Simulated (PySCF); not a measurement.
## Magnesium: a sound run and one with changed settings

Sound run: Mg [Ne] 3s2, Mg⁺ [Ne] 3s1. Computed with PySCF 2.14 in cc-pVDZ (4s3p1d, 18 functions), with the non-relativistic Hamiltonian (point nucleus). In the sound run the correlated levels freeze [Ne]. The sound run starts from symmetry-adapted Hartree-Fock orbitals and uses a fine grid where one is needed.

Changed run: scalar relativity by spin-free X2C-1e. This setting is unsound on purpose.

| species | method | sound run (hartree) | changed run (hartree) | converged |
| --- | --- | --- | --- | --- |
| Mg | UHF | -199.60830 | -199.88817 | yes |
| Mg | TPSS | -200.08151 | -200.36122 | yes |
| Mg | PBE0 | -199.96102 | -200.24078 | yes |
| Mg | MP2 | -199.62964 | -199.90953 | yes |
| Mg | CCSD(T) | -199.64117 | -199.92104 | yes |
| Mg⁺ | UHF | -199.36487 | -199.64436 | yes |
| Mg⁺ | TPSS | -199.80304 | -200.08232 | yes |
| Mg⁺ | PBE0 | -199.68259 | -199.96190 | yes |

Ionisation energy of Mg:

```
 method  sound run (eV)  changed run (eV)
    UHF           6.624             6.634
   TPSS           7.577             7.589
   PBE0           7.576             7.589
    MP2           7.205             7.216
SCS-MP2           7.321             7.332
   CCSD           7.519             7.529
CCSD(T)           7.519             7.529
  CCSDT           7.519             7.529
    FCI           7.519             7.529
```

Most of the change in total energy is the relativistic energy itself. On top of that the contraction fixes the core shape for the Hamiltonian it was made with, so the changed run is not a good calculation with the other Hamiltonian either.

For comparison, NIST gives 7.646 eV between the lowest levels.
